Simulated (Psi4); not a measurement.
# HF/3-21G run of Si2H6 (SMILES [SiH3][SiH3])

Aim: the vertical singlet–triplet gap of Si2H6 at HF/3-21G, from 2 runs. 

Program for the calculation: Psi4 1.11.

### Step 1. The system as given

Si2H6 has 8 atoms, charge 0, and is taken as a singlet. As SMILES, `[SiH3][SiH3]`. The coordinates come from a PBE0-D4/def2-TZVP relaxation.

Bond lengths: Si1–Si2 2.338 Å, Si1–H3 1.488 Å, Si1–H4 1.488 Å, Si1–H5 1.488 Å, Si2–H6 1.488 Å, Si2–H7 1.488 Å, Si2–H8 1.488 Å. Some angles: Si1–Si2–H6 110.3°, Si1–Si2–H7 110.3°, Si1–Si2–H8 110.3°, Si2–Si1–H3 110.3°, Si2–Si1–H4 110.3°, Si2–Si1–H5 110.3°, H6–Si2–H7 108.7°, H6–Si2–H8 108.7°, H7–Si2–H8 108.7°, H3–Si1–H4 108.7°.

### Step 2. Energy and forces at HF/3-21G

job.py

```python
import psi4

psi4.set_memory(1600000000)
psi4.set_num_threads(1)
psi4.core.set_output_file('output.dat', False)

mol = psi4.geometry("""
0 1
Si
Si 1 2.338474
H 1 1.487642 2 110.27517
H 1 1.487603 3 108.6533 2 -120.97328
H 1 1.487604 4 108.65663 3 118.054
H 2 1.487563 1 110.27548 4 179.84798
H 2 1.487654 6 108.65434 1 120.97376
H 2 1.48759 6 108.6583 7 118.05217
units angstrom
symmetry c1
""")

options = {'basis': '3-21G', 'reference': 'rhf', 'puream': True, 'e_convergence': 1e-09, 'd_convergence': 1e-08, 'scf_type': 'pk'}
psi4.set_options(options)

result, w = psi4.gradient("hf", molecule=mol, return_wfn=True)
psi4.oeprop(w, "DIPOLE", "MAYER_INDICES", "LOWDIN_CHARGES", title="HF")
print('gradient / Eh bohr^-1')
print(result.np.round(6))
print(f'energy = {w.energy():.10f} Eh')
```

Command:

```
$ python job.py
```

output.dat:

```text
[...]
  Running in c1 symmetry.
[...]
  Nuclear repulsion =   90.773086010149129
[...]
  Multiplicity = 1
[...]
  Nalpha       = 17
  Nbeta        = 17
[...]
    Number of basis functions: 38
[...]
   @RHF iter   1:  -578.22274503951917   -6.94033e-01   3.02701e-03 DIIS/ADIIS
[...]
   @RHF iter   8:  -578.24086585618033   -7.95808e-13   2.32709e-09 DIIS
[...]
    Orbital Energies [Eh]
    ---------------------
    Doubly Occupied:
       1A    -68.286429     2A    -68.286199     3A     -6.104557
       4A     -6.103542     5A     -4.199701     6A     -4.199243
       7A     -4.199184     8A     -4.199183     9A     -4.198958
      10A     -4.198958    11A     -0.775352    12A     -0.690796
      13A     -0.503007    14A     -0.502998    15A     -0.469156
      16A     -0.469146    17A     -0.405960
[...]
  @RHF Final Energy:  -578.24086585618033
   => Energetics <=
    Nuclear Repulsion Energy =             90.7730860101491288
    One-Electron Energy =                -982.4431641930058277
    Two-Electron Energy =                 313.4292123266764634
    Total Energy =                       -578.2408658561803350
[...]
  -Total Gradient:
     Atom            X                  Y                   Z
    ------   -----------------  -----------------  -----------------
       1       -0.000001075684    -0.000015543382     0.008549038068
       2       -0.000029897744    -0.000005763896    -0.008544377373
       3       -0.000001009411    -0.000303250937    -0.000057378687
       4       -0.000271453203     0.000161491093    -0.000053212208
       5        0.000273597916     0.000156384000    -0.000051811621
       6        0.000286378289    -0.000161353721     0.000046991549
       7       -0.000258543305    -0.000152257407     0.000060501968
       8        0.000002003143     0.000320294250     0.000050248291
[...]
 Multipole Moments:
 ------------------------------------------------------------------------------------
     Multipole            Electronic (a.u.)      Nuclear  (a.u.)        Total (a.u.)
 ------------------------------------------------------------------------------------
 L = 1.  Multiply by 2.5417464519 to convert [e a0] to [Debye]
 Dipole X            :         -0.0001989            0.0001177           -0.0000812
 Dipole Y            :         -0.0001427            0.0000874           -0.0000554
 Dipole Z            :          0.0000229           -0.0000104            0.0000125
 Magnitude           :                                                    0.0000991
[...]
```

Standard output:

```text
gradient / Eh bohr^-1
[[-1.000e-06 -1.600e-05  8.549e-03]
 [-3.000e-05 -6.000e-06 -8.544e-03]
 [-1.000e-06 -3.030e-04 -5.700e-05]
 [-2.710e-04  1.610e-04 -5.300e-05]
 [ 2.740e-04  1.560e-04 -5.200e-05]
 [ 2.860e-04 -1.610e-04  4.700e-05]
 [-2.590e-04 -1.520e-04  6.100e-05]
 [ 2.000e-06  3.200e-04  5.000e-05]]
energy = -578.2408658562 Eh
```

Run time: 1.4 s. Hardware: 1 thread of Intel Xeon 6975P-C (Granite Rapids), shared host; peak memory 0.18 GiB.

### Step 3. The triplet: the energy at UHF/3-21G

h6si2.xyz

```xyz
8
H6Si2
Si    -0.340500     0.490200    -1.004900
Si     0.363500    -0.504400     0.991000
H      0.833900     0.948200    -1.794900
H     -1.112900    -0.483900    -1.821900
H     -1.208000     1.664100    -0.717900
H      1.139000     0.468600     1.806300
H      1.228100    -1.680500     0.704000
H     -0.811000    -0.959200     1.782600
```

h6si2.py

```python
import psi4

psi4.set_memory('1600 MB')
psi4.set_num_threads(1)
psi4.set_output_file('output.dat', False)

with open('h6si2.xyz') as f:
    atoms = ''.join(f.readlines()[2:])
m = psi4.geometry('0 3\n' + atoms + 'symmetry c1\nno_reorient\nno_com')

psi4.set_options({
    'basis': '3-21G',
    'reference': 'uhf',
    'puream': True,
    'e_convergence': 1e-09,
    'd_convergence': 1e-08,
    'scf_type': 'pk',
    'maxiter': 200,
})

e, wfn = psi4.energy("hf", return_wfn=True)
psi4.oeprop(wfn, "DIPOLE", "MULLIKEN_CHARGES", "QUADRUPOLE")
print(f'total energy {e:.8f} hartree = {e * 27.211386:.5f} eV')
```

Command:

```
$ python h6si2.py
```

output.dat, cut to the lines that bear on the results:

```text
[...]
  Running in c1 symmetry.
[...]
  Nuclear repulsion =   90.773081159957187
[...]
  Multiplicity = 3
[...]
  Nalpha       = 18
  Nbeta        = 16
[...]
    Number of basis functions: 38
[...]
   @UHF iter   1:  -577.94342326538595   -4.14712e-01   3.40604e-03 DIIS/ADIIS
[...]
   @UHF iter  14:  -577.96950847612993   -1.73941e-11   2.76598e-09 DIIS
[...]
   @S^2 Observed:                2.011211842E+00
[...]
  @UHF Final Energy:  -577.96950847612993
   => Energetics <=
    Nuclear Repulsion Energy =             90.7730811599571865
    One-Electron Energy =                -981.7709856261551522
    Two-Electron Energy =                 313.0283959900680770
    Total Energy =                       -577.9695084761299313
  UHF NO Occupations:
  HONO-2 :   16  A 1.9980817
  HONO-1 :   17  A 1.0000000
[...]
 Multipole Moments:
 ------------------------------------------------------------------------------------
     Multipole            Electronic (a.u.)      Nuclear  (a.u.)        Total (a.u.)
 ------------------------------------------------------------------------------------
 L = 1.  Multiply by 2.5417464519 to convert [e a0] to [Debye]
 Dipole X            :         -0.7391250            0.7390719           -0.0000531
 Dipole Y            :          0.4564345           -0.4563689            0.0000656
 Dipole Z            :          0.4467716           -0.4467313            0.0000404
 Magnitude           :                                                    0.0000936
 L = 2.  Multiply by 1.3450342976 to convert [e a0^2] to [Debye ang]
 Quadrupole XX       :        -62.0895017           36.8872650          -25.2022367
 Quadrupole XY       :         23.5462436          -22.6292913            0.9169523
[...]
  Mulliken Charges: (a.u.)
   Center  Symbol    Alpha    Beta     Spin     Total
       1    SI     7.39563  6.31405  1.08158  0.29033
       2    SI     7.39563  6.31404  1.08159  0.29033
       3     H     0.53478  0.56199 -0.02720 -0.09677
       4     H     0.53479  0.56199 -0.02720 -0.09678
       5     H     0.53480  0.56198 -0.02718 -0.09678
       6     H     0.53480  0.56199 -0.02719 -0.09679
       7     H     0.53479  0.56198 -0.02720 -0.09677
       8     H     0.53479  0.56199 -0.02720 -0.09678
   Total alpha = 18.00000, Total beta = 16.00000, Total charge = -0.00000
```

On the terminal:

```text
total energy -577.96950848 hartree = -15727.35139 eV
```

It took 1.4 s on 1 thread of Intel Xeon 6975P-C (Granite Rapids), shared host; peak memory 0.18 GiB.

### Step 4. Summary of results

At HF/3-21G:

| quantity | value |
| --- | --- |
| singlet: total energy | -578.24087 Eh |
| singlet: dipole moment | 0.00 D |
| singlet: HOMO energy | -11.05 eV |
| singlet: LUMO energy | 3.93 eV |
| singlet: HOMO–LUMO gap | 14.98 eV |
| singlet: largest force on an atom | 0.440 eV/Å |
| triplet: total energy | -577.96951 Eh |
| triplet: dipole moment | 0.00 D |
| triplet: HOMO energy (highest over α and β) | -3.40 eV |
| triplet: LUMO energy (lowest over α and β) | -2.73 eV |
| triplet: ⟨S²⟩ | 2.011 |
| vertical energy of the triplet above the singlet | 7.384 eV |

What this shows: At this shape the triplet lies 7.38 eV (712 kJ/mol) above the singlet. The largest force (singlet) is 0.44 eV/Å: the shape isn't a stationary point for this species at this level.
